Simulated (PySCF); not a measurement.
# C4H5FO: electronic excitations and core binding energies

Wanted: the electronic excitations and core binding energies of C4H5FO (`CO[C@@H]1C=C1F`), by calculation.

Computed with PySCF 2.14.0, with density-fitted response routines of our own, on a single molecule in the gas phase. Atoms count from 0, in the outputs and in this text.

### Step 1. The starting structure

11 atoms, charge 0, multiplicity 1; geometry from: GFN2-xTB.

Bonds of the start (Å): C0–O1 1.41, O1–C2 1.40, C2–C3 1.53, C3–C4 1.30, C4–F5 1.31, C4–C2 1.47, C0–H6 1.09, C0–H7 1.10, C0–H8 1.10, C2–H9 1.09, C3–H10 1.06.

### Step 2. TDDFT and polarisability: CAM-B3LYP/def2-SVPD

The job: settings as JSON, then the geometry in Å.

```
{"job": {"kind": "uv", "xc": "CAM-B3LYP", "basis": "def2-SVPD", "nstates": 8, "ntriplets": 3}, "charge": 0, "multiplicity": 1}
C      1.628559    -0.611870     0.106695
O      0.711681     0.046198    -0.739579
C     -0.332356     0.657126    -0.044506
C     -1.560842    -0.153375     0.359793
C     -1.676956     0.656069    -0.649058
F     -2.423764     1.180761    -1.594397
H      2.407064    -1.015779    -0.536556
H      1.145085    -1.427316     0.655721
H      2.072164     0.087236     0.825340
H      0.005417     1.478665     0.591260
H     -1.970628    -0.895044     0.999324
```

Level: TDDFT CAM-B3LYP/def2-SVPD, vertical, gas phase, core orbitals frozen in the response.

Standard output:

```text
coarse grid: 9616 points
cycle   1  E = -329.8672119180  dE =  1.119e+00  |g| = 6.496e-01  |ddm| = 4.744e+00
cycle   2  E = -329.8320987786  dE =  3.511e-02  |g| = 8.168e-01  |ddm| = 1.316e+00
cycle   3  E = -329.9490518838  dE = -1.170e-01  |g| = 6.060e-02  |ddm| = 7.344e-01
cycle   4  E = -329.9496975765  dE = -6.457e-04  |g| = 2.263e-02  |ddm| = 9.427e-02
cycle   5  E = -329.9497895097  dE = -9.193e-05  |g| = 1.209e-02  |ddm| = 4.195e-02
cycle   6  E = -329.9498226629  dE = -3.315e-05  |g| = 1.705e-03  |ddm| = 1.842e-02
cycle   7  E = -329.9498234107  dE = -7.479e-07  |g| = 7.997e-04  |ddm| = 3.992e-03
final grid: 94504 points
cycle   8  E = -330.0128907756  dE = -2.835e-05  |g| = 3.457e-03  |ddm| = 5.453e-02
cycle   9  E = -330.0128902838  dE =  4.918e-07  |g| = 4.066e-03  |ddm| = 8.569e-03
cycle  10  E = -330.0128931709  dE = -2.887e-06  |g| = 4.115e-04  |ddm| = 3.379e-03
cycle  11  E = -330.0128932019  dE = -3.100e-08  |g| = 1.424e-04  |ddm| = 6.760e-04
cycle  12  E = -330.0128932064  dE = -4.489e-09  |g| = 5.111e-05  |ddm| = 2.419e-04
cycle  13  E = -330.0128932070  dE = -5.899e-10  |g| = 9.684e-06  |ddm| = 7.963e-05
converged SCF energy = -330.0128932070

Static polarisability (au): isotropic 50.968, principal 42.232 50.077 60.595

Singlet excitations
state   eV       nm        f      main configurations
  1   6.7203    184.5   0.00420   H->L 0.56, H->L+1 0.23
  2   7.0445    176.0   0.03039   H-1->L 0.52, H-1->L+1 0.20
  3   7.3804    168.0   0.03397   H->L+1 0.35, H->L 0.28, H-2->L 0.14
  4   7.4682    166.0   0.01400   H-1->L+1 0.49, H-1->L+2 0.15, H-1->L 0.14
  5   7.5522    164.2   0.04890   H->L+1 0.28, H-2->L+1 0.23, H-1->L 0.18
  6   8.1172    152.7   0.00656   H->L+2 0.57, H->L+3 0.12, H-1->L+3 0.09
  7   8.2231    150.8   0.03562   H->L+3 0.28, H-1->L+2 0.21, H->L+2 0.20
  8   8.3104    149.2   0.01730   H-1->L+2 0.29, H->L+3 0.22, H->L+4 0.13

Triplet excitations (Tamm-Dancoff, eV): 4.7915 6.4079 6.9662
```

It took 34 s on 1 thread, shared host.

The orbitals next to the gap, with their largest atomic shares:

```csv
orbital,eV,atoms
HOMO−3,-11.50,"O1 21 %, C0 17 %, C2 12 %"
HOMO−2,-10.25,"O1 28 %, C2 21 %, C4 16 %"
HOMO−1,-9.36,"C3 26 %, C4 20 %, O1 17 %"
HOMO,-9.12,"O1 50 %, C3 15 %, C4 8 %"
LUMO,1.24,"C3 30 %, C4 26 %, C2 10 %"
LUMO+1,1.30,"C4 21 %, C3 21 %, C0 16 %"
LUMO+2,1.77,"C4 26 %, F5 19 %, C0 13 %"
```

With each of the 8 states as a Gaussian band of 0.4 eV half-width at 1/e, the curve within the window shown has maxima at 167 nm (ε 4,300), 152 nm (ε 2,500) L/(mol cm). Beyond the last state computed it falls off for lack of states. The curve at chosen wavelengths:

(nm, ε (L/mol/cm)): (144, 1024), (146, 1605), (149, 2323), (151, 2519), (153, 2516), (156, 2498), (158, 2702), (160, 3108), (163, 3835), (165, 4167), (167, 4259), (170, 3952), (172, 3545), (174, 3068), (176, 2580), (179, 1901), (181, 1505), (183, 1163), (186, 751), (188, 543), (190, 382), (193, 215), (195, 142), (197, 92), (200, 46), (202, 28)

Ground-state properties from the same run:

```csv
property,computed
dipole moment (D),2.49
polarisability (Å³),7.55
HOMO–LUMO gap (eV),10.36
−ε(HOMO) (eV),9.12
```

### Step 3. X-ray photoelectron lines: SCAN, X2C

The job, as its differences from that of step 2:

```diff
@@ -1,2 +1,2 @@
-{"job": {"kind": "uv", "xc": "CAM-B3LYP", "basis": "def2-SVPD", "nstates": 8, "ntriplets": 3}, "charge": 0, "multiplicity": 1}
+{"job": {"kind": "xps"}, "charge": 0, "multiplicity": 1}
 C      1.628559    -0.611870     0.106695
```

Method: delta-SCF UKS SCAN, pcX-2 on the ionised atom, pcseg-1 elsewhere, spin-free X2C.

Standard output:

```text
ground state, core basis on atom 0 (C), 140 functions
  cycle   1  E = -330.31194342  |g| = 6.21e-01
  cycle   2  E = -330.17838595  |g| = 1.02e+00
  cycle   3  E = -330.38311364  |g| = 1.47e-01
  cycle   4  E = -330.38745726  |g| = 4.81e-02
  cycle   5  E = -330.38775574  |g| = 2.91e-02
  cycle   6  E = -330.38793092  |g| = 7.26e-03
  cycle   7  E = -330.38794289  |g| = 2.69e-03
  cycle   8  E = -330.38794409  |g| = 6.46e-04
  cycle   9  E = -330.38794418  |g| = 2.04e-04
  E(ground) = -330.39616059 Eh
hole in C 1s of atom 0
  cycle   1  E = -319.10090091  |g| = 1.50e+00
  cycle   2  E = -317.14326663  |g| = 2.35e+00
  cycle   3  E = -319.42943289  |g| = 6.87e-01
  cycle   4  E = -319.58830715  |g| = 4.03e-01
  cycle   5  E = -319.64270266  |g| = 1.39e-01
  cycle   6  E = -319.64925170  |g| = 4.20e-02
  cycle   7  E = -319.64981406  |g| = 2.43e-02
  cycle   8  E = -319.65010494  |g| = 7.69e-03
  cycle   9  E = -319.65014272  |g| = 2.95e-03
  cycle  10  E = -319.65014731  |g| = 2.26e-03
  cycle  11  E = -319.65015041  |g| = 7.32e-04
  cycle  12  E = -319.65015071  |g| = 3.41e-04
  E(ion) = -319.65739602 Eh   <S^2> = 0.7730   hole on atom = 1.000   binding energy = 292.217 eV
ground state, core basis on atom 1 (O), 140 functions
  cycle   1  E = -330.41681169  |g| = 9.37e-02
  cycle   2  E = -330.41661381  |g| = 4.07e-02
  cycle   3  E = -330.41643394  |g| = 5.21e-02
  cycle   4  E = -330.41694017  |g| = 5.09e-03
  cycle   5  E = -330.41694672  |g| = 9.70e-04
  cycle   6  E = -330.41694572  |g| = 4.94e-04
  E(ground) = -330.42388025 Eh
hole in O 1s of atom 1
  cycle   1  E = -309.80931855  |g| = 2.23e+00
  cycle   2  E = -308.91199486  |g| = 2.45e+00
  cycle   3  E = -310.47468338  |g| = 6.11e-01
  cycle   4  E = -310.56462826  |g| = 3.71e-01
  cycle   5  E = -310.62985112  |g| = 7.92e-02
  cycle   6  E = -310.63178388  |g| = 3.43e-02
  cycle   7  E = -310.63228706  |g| = 1.23e-02
  cycle   8  E = -310.63234680  |g| = 5.32e-03
  cycle   9  E = -310.63235825  |g| = 2.66e-03
  cycle  10  E = -310.63236095  |g| = 5.72e-04
  cycle  11  E = -310.63236213  |g| = 1.73e-04
  E(ion) = -310.63963210 Eh   <S^2> = 0.7629   hole on atom = 1.000   binding energy = 538.357 eV
ground state, core basis on atom 2 (C), 140 functions
  cycle   1  E = -330.39130429  |g| = 7.53e-02
  cycle   2  E = -330.39020752  |g| = 9.22e-02
  cycle   3  E = -330.39162891  |g| = 2.61e-02
  cycle   4  E = -330.39175149  |g| = 4.61e-03
  cycle   5  E = -330.39175530  |g| = 1.64e-03
  cycle   6  E = -330.39175665  |g| = 3.55e-04
  E(ground) = -330.39965001 Eh
hole in C 1s of atom 2
  cycle   1  E = -319.06637744  |g| = 1.51e+00
  cycle   2  E = -317.78595330  |g| = 2.26e+00
  cycle   3  E = -319.54791940  |g| = 4.64e-01
  cycle   4  E = -319.59863143  |g| = 3.09e-01
  cycle   5  E = -319.62604949  |g| = 9.85e-02
  cycle   6  E = -319.62919649  |g| = 3.22e-02
  cycle   7  E = -319.62958011  |g| = 1.86e-02
  cycle   8  E = -319.62975598  |g| = 5.97e-03
  cycle   9  E = -319.62978227  |g| = 1.86e-03
  cycle  10  E = -319.62978851  |g| = 9.48e-04
  cycle  11  E = -319.62978829  |g| = 6.21e-04
  cycle  12  E = -319.62978947  |g| = 2.17e-04
  E(ion) = -319.63681637 Eh   <S^2> = 0.7776   hole on atom = 1.000   binding energy = 292.872 eV
ground state, core basis on atom 3 (C), 140 functions
  cycle   1  E = -330.39032360  |g| = 5.80e-02
  cycle   2  E = -330.39017160  |g| = 2.97e-02
  cycle   3  E = -330.38992791  |g| = 4.27e-02
  cycle   4  E = -330.39038483  |g| = 6.46e-03
  cycle   5  E = -330.39039506  |g| = 7.37e-04
  cycle   6  E = -330.39039554  |g| = 3.07e-04
  E(ground) = -330.39951144 Eh
hole in C 1s of atom 3
  cycle   1  E = -319.12247875  |g| = 1.51e+00
  cycle   2  E = -317.78437699  |g| = 2.21e+00
  cycle   3  E = -319.49991970  |g| = 7.04e-01
  cycle   4  E = -319.64495008  |g| = 3.80e-01
  cycle   5  E = -319.69019708  |g| = 1.17e-01
  cycle   6  E = -319.69517556  |g| = 3.85e-02
  cycle   7  E = -319.69585486  |g| = 1.24e-02
  cycle   8  E = -319.69593048  |g| = 7.22e-03
  cycle   9  E = -319.69596326  |g| = 3.13e-03
  cycle  10  E = -319.69597540  |g| = 2.23e-03
  cycle  11  E = -319.69597999  |g| = 8.52e-04
  cycle  12  E = -319.69598123  |g| = 3.28e-04
  E(ion) = -319.70454506 Eh   <S^2> = 0.7919   hole on atom = 1.000   binding energy = 291.025 eV
ground state, core basis on atom 4 (C), 140 functions
  cycle   1  E = -330.39460555  |g| = 5.94e-02
  cycle   2  E = -330.39425068  |g| = 4.31e-02
  cycle   3  E = -330.39410307  |g| = 4.96e-02
  cycle   4  E = -330.39470157  |g| = 3.37e-03
  cycle   5  E = -330.39470345  |g| = 9.71e-04
  cycle   6  E = -330.39470451  |g| = 2.48e-04
  E(ground) = -330.40340029 Eh
hole in C 1s of atom 4
  cycle   1  E = -319.04423678  |g| = 1.51e+00
  cycle   2  E = -313.97397672  |g| = 3.27e+00
  cycle   3  E = -319.02202558  |g| = 1.19e+00
  cycle   4  E = -319.52127485  |g| = 4.99e-01
  cycle   5  E = -319.57579693  |g| = 2.97e-01
  cycle   6  E = -319.60220496  |g| = 1.47e-01
  cycle   7  E = -319.61165776  |g| = 2.99e-02
  cycle   8  E = -319.61217032  |g| = 9.79e-03
  cycle   9  E = -319.61232617  |g| = 6.88e-03
  cycle  10  E = -319.61243655  |g| = 5.26e-03
  cycle  11  E = -319.61252010  |g| = 3.30e-03
  cycle  12  E = -319.61253685  |g| = 1.34e-03
  cycle  13  E = -319.61253859  |g| = 1.04e-03
  cycle  14  E = -319.61253861  |g| = 3.25e-04
  E(ion) = -319.62091333 Eh   <S^2> = 0.8370   hole on atom = 1.000   binding energy = 293.406 eV
ground state, core basis on atom 5 (F), 140 functions
  cycle   1  E = -330.43210611  |g| = 1.20e-01
  cycle   2  E = -330.43070500  |g| = 9.82e-02
  cycle   3  E = -330.43092130  |g| = 8.74e-02
  cycle   4  E = -330.43239864  |g| = 1.47e-02
  cycle   5  E = -330.43244947  |g| = 6.59e-04
  cycle   6  E = -330.43245089  |g| = 2.56e-04
  E(ground) = -330.44320830 Eh
hole in F 1s of atom 5
  cycle   1  E = -304.03112605  |g| = 2.58e+00
  cycle   2  E = -302.19238026  |g| = 2.77e+00
  cycle   3  E = -303.88394290  |g| = 1.40e+00
  cycle   4  E = -304.86688888  |g| = 4.01e-01
  cycle   5  E = -304.91688543  |g| = 1.77e-01
  cycle   6  E = -304.92758561  |g| = 1.09e-01
  cycle   7  E = -304.93289965  |g| = 2.37e-02
  cycle   8  E = -304.93313286  |g| = 5.24e-03
  cycle   9  E = -304.93315597  |g| = 2.43e-03
  cycle  10  E = -304.93316520  |g| = 1.94e-03
  cycle  11  E = -304.93317630  |g| = 1.68e-03
  cycle  12  E = -304.93319665  |g| = 1.42e-03
  cycle  13  E = -304.93322221  |g| = 8.80e-04
  cycle  14  E = -304.93322397  |g| = 4.55e-04
  E(ion) = -304.94935033 Eh   <S^2> = 0.7655   hole on atom = 1.000   binding energy = 693.723 eV
```

It took 81 s on 1 thread, shared host.

The holes in one table. −ε is the ground-state orbital energy:

```csv
hole,stands for,environment,ΔSCF (eV),−ε (eV),⟨S²⟩
C1s on C0,C0,methyl carbon bonded to O,292.22,274.8,0.773
O1s on O1,O1,ether oxygen,538.36,516.8,0.763
C1s on C2,C2,three-membered-ring carbon,292.87,275.8,0.778
C1s on C3,C3,alkene CH,291.02,274.3,0.792
C1s on C4,C4,fully substituted alkene carbon,293.41,276.5,0.837
F1s on F5,F5,vinylic fluorine,693.72,668.0,0.765
```

### Step 4. Summary of results

```
                                quantity                                          value
    lowest singlet (CAM-B3LYP/def2-SVPD)                    6.72 eV (184 nm), f = 0.004
brightest single state of those computed                    state 5, 7.55 eV, f = 0.049
                          lowest triplet                                        4.79 eV
        C1s binding energies, SCAN/pcX-2  C4 293.41, C2 292.87, C0 292.22, C3 291.02 eV
        O1s binding energies, SCAN/pcX-2                                   O1 538.36 eV
        F1s binding energies, SCAN/pcX-2                                   F5 693.72 eV
```

What this shows: The first singlet state (HOMO→LUMO 0.56, HOMO→LUMO+1 0.23) lies at 6.72 eV and is weak; of the 8 states computed, the strongest absorption comes from state 5 at 7.55 eV. The lowest triplet lies 1.93 eV below the lowest singlet (triplets in Tamm-Dancoff, singlets in full TDDFT). C4 (fully substituted alkene carbon) binds its C1s electron 2.38 eV more tightly than C3 (alkene CH).
